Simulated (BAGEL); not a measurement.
**SiH3OF (SMILES O[SiH2]F): a chain of runs**

Wanted: the energy (HF/cc-pVDZ), then a single-point energy (NEVPT2(2,2)/cc-pVDZ), then a single-point energy (CASPT2(2,2)/cc-pVDZ) of SiH3OF. 

The results are computed with BAGEL 1.2.2.

1 further run of the same task is left out (set aside as unsound or not needed).

## 1. The system as given

The species is SiH3OF (6 atoms), meant as a singlet with charge 0. SMILES: `O[SiH2]F`. The Si2–H5 distance was set to 2.359 Å, away from the relaxed value. At this shape a bond of the SMILES string is far longer than usual.

Bond lengths: O1–Si2 1.630 Å, Si2–F3 1.596 Å, O1–H4 0.958 Å, Si2–H6 1.482 Å. Angles: O1–Si2–F3 111.0°, O1–Si2–H6 111.7°, F3–Si2–H6 106.0°, Si2–O1–H4 119.1°. A long bond or contact: Si2–H5 2.359 Å.

## 2. The energy at HF/cc-pVDZ (density fitting with svp-jkfit) (run 1)

hf.json reads:

```json
{ "bagel": [

{
  "title": "molecule",
  "basis": "cc-pvdz.json",
  "df_basis": "svp-jkfit",
  "angstrom": false,
  "geometry": [
    { "atom": "O", "xyz": [ -2.99314099,  0.11400340, -0.95292652 ] },
    { "atom": "Si", "xyz": [ -0.66537635,  0.49175965,  1.02750645 ] },
    { "atom": "F", "xyz": [ -1.03859726, -1.23450516,  3.47262309 ] },
    { "atom": "H", "xyz": [ -4.61962826,  0.79317097, -0.54002137 ] },
    { "atom": "H", "xyz": [  3.01524700, -0.86643943, -1.08810430 ] },
    { "atom": "H", "xyz": [ -0.52024538,  3.12773862,  1.96046424 ] }
  ]
},
{ "title": "hf" },
{ "title": "print", "file": "orbitals.molden", "orbitals": true }

]}
```

The basis set cc-pVDZ is read from a file made from the Basis Set Exchange's data (not shown).

Run with:

```bash
$ BAGEL_NUM_THREADS=1 BAGEL hf.json > hf.out
```

The program printed:

```text
* using 1 threads per process

  ===============================================================
  ===============================================================

  *** Geometry ***

  { "atom" : "O", "xyz" : [     -2.993141,      0.114003,     -0.952927 ] },
  { "atom" : "Si", "xyz" : [     -0.665376,      0.491760,      1.027506 ] },
  { "atom" : "F", "xyz" : [     -1.038597,     -1.234505,      3.472623 ] },
  { "atom" : "H", "xyz" : [     -4.619628,      0.793171,     -0.540021 ] },
  { "atom" : "H", "xyz" : [      3.015247,     -0.866439,     -1.088104 ] },
  { "atom" : "H", "xyz" : [     -0.520245,      3.127739,      1.960464 ] },

  Number of auxiliary basis functions:      336

  Since a DF basis is specified, we compute 2- and 3-index integrals:
    o Being stored without compression. Storage requirement is 0.010 GB

  Number of basis functions:       61
  Number of electrons      :       34

    * METHOD: MOLECULE                             0.08

  *** RHF ***

  === Nuclear Repulsion ===
   116.7326482116

      * DIIS with orbital gradients will be used.

  === RHF iteration (cc-pvdz.json) ===
      0       -464.72703235          0.02238442           0.02
      1       -464.87682736          0.01577860           0.02
      2       -464.97219004          0.00132433           0.02
      3       -464.97319527          0.00025793           0.02
      4       -464.97323527          0.00007900           0.02
      5       -464.97323915          0.00002711           0.02
      6       -464.97323956          0.00001316           0.02
      7       -464.97323967          0.00000244           0.02
      8       -464.97323968          0.00000105           0.02
      9       -464.97323968          0.00000017           0.02
     10       -464.97323968          0.00000004           0.02
     11       -464.97323968          0.00000002           0.02
     12       -464.97323968          0.00000000           0.02
    * SCF iteration converged.

    * Permanent dipole moment:
           (    0.851741,    -0.856151,    -0.143245) a.u.

    * METHOD: HF                                   0.30

    * METHOD: PRINT                                0.01

  ===============================================================
```

It took 0.62 s on 1 thread of Arm Neoverse V2, shared host; peak memory 0.14 GiB.

## 3. The energy at NEVPT2(2,2)/cc-pVDZ (density fitting with svp-jkfit) (run 2)

input.json reads:

```json
{ "bagel": [

{
  "title": "molecule",
  "basis": "cc-pvdz.json",
  "df_basis": "svp-jkfit",
  "geometry": [
    { "atom": "O", "xyz": [    -2.99314099,     0.11400340,    -0.95292652 ] },
    { "atom": "Si", "xyz": [    -0.66537635,     0.49175965,     1.02750645 ] },
    { "atom": "F", "xyz": [    -1.03859726,    -1.23450516,     3.47262309 ] },
    { "atom": "H", "xyz": [    -4.61962826,     0.79317097,    -0.54002137 ] },
    { "atom": "H", "xyz": [     3.01524700,    -0.86643943,    -1.08810430 ] },
    { "atom": "H", "xyz": [    -0.52024538,     3.12773862,     1.96046424 ] }
  ]
},

{
  "title": "hf"
},

{
  "title": "nevpt2",
  "nstate": 1,
  "nact": 2,
  "nclosed": 16,
  "active": [17, 18],
  "maxiter": 200,
  "natocc": true,
  "ncore": 7
},

{
  "title": "print",
  "file": "orbitals.molden",
  "orbitals": true
}

]}
```

The basis set cc-pVDZ is read from a file made from the Basis Set Exchange's data (not shown).

Run with:

```bash
$ BAGEL_NUM_THREADS=1 BAGEL input.json > input.out
```

The program printed:

```text
* using 1 threads per process

  ===============================================================
  ===============================================================

  *** Geometry ***

  { "atom" : "O", "xyz" : [     -2.993141,      0.114003,     -0.952927 ] },
  { "atom" : "Si", "xyz" : [     -0.665376,      0.491760,      1.027506 ] },
  { "atom" : "F", "xyz" : [     -1.038597,     -1.234505,      3.472623 ] },
  { "atom" : "H", "xyz" : [     -4.619628,      0.793171,     -0.540021 ] },
  { "atom" : "H", "xyz" : [      3.015247,     -0.866439,     -1.088104 ] },
  { "atom" : "H", "xyz" : [     -0.520245,      3.127739,      1.960464 ] },

  Number of auxiliary basis functions:      336

[... 21 lines left out ...]
    * SCF iteration converged.
[... 1 line left out ...]
    * Permanent dipole moment:
[... 28 lines left out ...]
    * Second-order optimization converged. *

     guess   0:   closed 1.                   open ..

  === FCI iteration ===

      0  0      -464.97078428     7.34e-02      0.00
      1  0      -465.01195489     4.30e-03      0.00
      2  0 *    -465.01213407     7.78e-16      0.00

     * ci vector, state   0, <S^2> = 0.0000
       2.     0.9624985999
       .2    -0.2712866476

  === DF-NEVPT2 calculation ===

    * 3-index integral transformation done
    * assembly done

      NEVPT2 correlation energy:   -0.4559149052      0.06

          (+0)     -0.4267826389
          (+0)'    -0.0031605078
          (+1)     -0.0106452736
          (+1)'    -0.0000000000
          (+2)     -0.0002149459
          (-1)     -0.0113467883
          (-1)'     0.0000000000
          (-2)     -0.0037647508

      NEVPT2 total energy:       -465.4680489703

    * METHOD: NEVPT2                               1.09

    * METHOD: PRINT                                0.01

  ===============================================================
```

Wall time 1.7 s (1 thread of Arm Neoverse V2, shared host); peak memory 0.14 GiB.

## 4. The energy at CASPT2(2,2)/cc-pVDZ (density fitting with svp-jkfit) (run 3)

caspt2.json reads:

```json
{ "bagel": [

{
  "title": "molecule",
  "basis": "cc-pvdz.json",
  "df_basis": "svp-jkfit",
  "angstrom": false,
  "geometry": [
    { "atom": "O", "xyz": [ -2.99314099,  0.11400340, -0.95292652 ] },
    { "atom": "Si", "xyz": [ -0.66537635,  0.49175965,  1.02750645 ] },
    { "atom": "F", "xyz": [ -1.03859726, -1.23450516,  3.47262309 ] },
    { "atom": "H", "xyz": [ -4.61962826,  0.79317097, -0.54002137 ] },
    { "atom": "H", "xyz": [  3.01524700, -0.86643943, -1.08810430 ] },
    { "atom": "H", "xyz": [ -0.52024538,  3.12773862,  1.96046424 ] }
  ]
},
{
  "title": "hf"
},
{
  "title": "casscf",
  "nstate": 1,
  "nact": 2,
  "nclosed": 16,
  "active": [17, 18],
  "maxiter": 200,
  "natocc": true
},
{
  "title": "print",
  "file": "orbitals.molden",
  "orbitals": true
},
{
  "title": "smith",
  "method": "caspt2",
  "ms": true,
  "xms": true,
  "sssr": true,
  "shift": 0.2,
  "shift_imag": true,
  "ncore": 7
}

]}
```

The basis set cc-pVDZ is read from a file made from the Basis Set Exchange's data (not shown).

Run with:

```bash
$ BAGEL_NUM_THREADS=1 BAGEL caspt2.json > caspt2.out
```

The program printed:

```text
* using 1 threads per process

  ===============================================================
  ===============================================================

  *** Geometry ***

  { "atom" : "O", "xyz" : [     -2.993141,      0.114003,     -0.952927 ] },
  { "atom" : "Si", "xyz" : [     -0.665376,      0.491760,      1.027506 ] },
  { "atom" : "F", "xyz" : [     -1.038597,     -1.234505,      3.472623 ] },
  { "atom" : "H", "xyz" : [     -4.619628,      0.793171,     -0.540021 ] },
  { "atom" : "H", "xyz" : [      3.015247,     -0.866439,     -1.088104 ] },
  { "atom" : "H", "xyz" : [     -0.520245,      3.127739,      1.960464 ] },

  Number of auxiliary basis functions:      336

[... 21 lines left out ...]
    * SCF iteration converged.
[... 1 line left out ...]
    * Permanent dipole moment:
[... 27 lines left out ...]
    * Second-order optimization converged. *
[... 9 lines left out ...]
     * ci vector, state   0, <S^2> = 0.0000
[... 16 lines left out ...]
    * Zeroth order energy : state  0       -0.6591366125
[... 4 lines left out ...]
       #      aibj      arbs      arbi      airj      risj      airs      arst      rist         Etot      error   time
[... 2 lines left out ...]
       0  -0.42619  -0.00466  -0.01177  -0.01152  -0.00033  -0.00294  -0.00000  -0.00000   -0.4574190  0.0007151   0.03
       1  -0.42625  -0.00467  -0.01178  -0.01159  -0.00034  -0.00297   0.00000  -0.00000   -0.4576028  0.0000872   0.02
       2  -0.42625  -0.00467  -0.01178  -0.01159  -0.00034  -0.00297  -0.00000  -0.00000   -0.4576053  0.0000149   0.02
       3  -0.42625  -0.00467  -0.01178  -0.01159  -0.00034  -0.00297   0.00000  -0.00000   -0.4576053  0.0000025   0.02
       4  -0.42625  -0.00467  -0.01178  -0.01159  -0.00034  -0.00297   0.00000  -0.00000   -0.4576053  0.0000003   0.03

      ------------------------------------------------------------------------------------------------------------------

    * CASPT2 energy : state  0     -465.4712330654
        w/o shift correction       -465.4697393997
        reference weight              0.8950947252

    * METHOD: SMITH                                0.19

  ===============================================================
```

Run time: 1.8 s. Hardware: 1 thread of Arm Neoverse V2, shared host; peak memory 0.14 GiB.

## 5. What came out

| quantity | value |
| --- | --- |
| run 1, HF/cc-pVDZ: total energy | -464.97324 Eh |
| run 1, HF/cc-pVDZ: dipole moment | 3.09 D |
| run 1, HF/cc-pVDZ: HOMO energy | -10.25 eV |
| run 1, HF/cc-pVDZ: LUMO energy | 1.80 eV |
| run 1, HF/cc-pVDZ: HOMO–LUMO gap | 12.05 eV |
| run 2, NEVPT2(2,2)/cc-pVDZ: total energy | -465.46805 Eh |
| run 3, CASPT2(2,2)/cc-pVDZ: total energy | -465.47123 Eh |
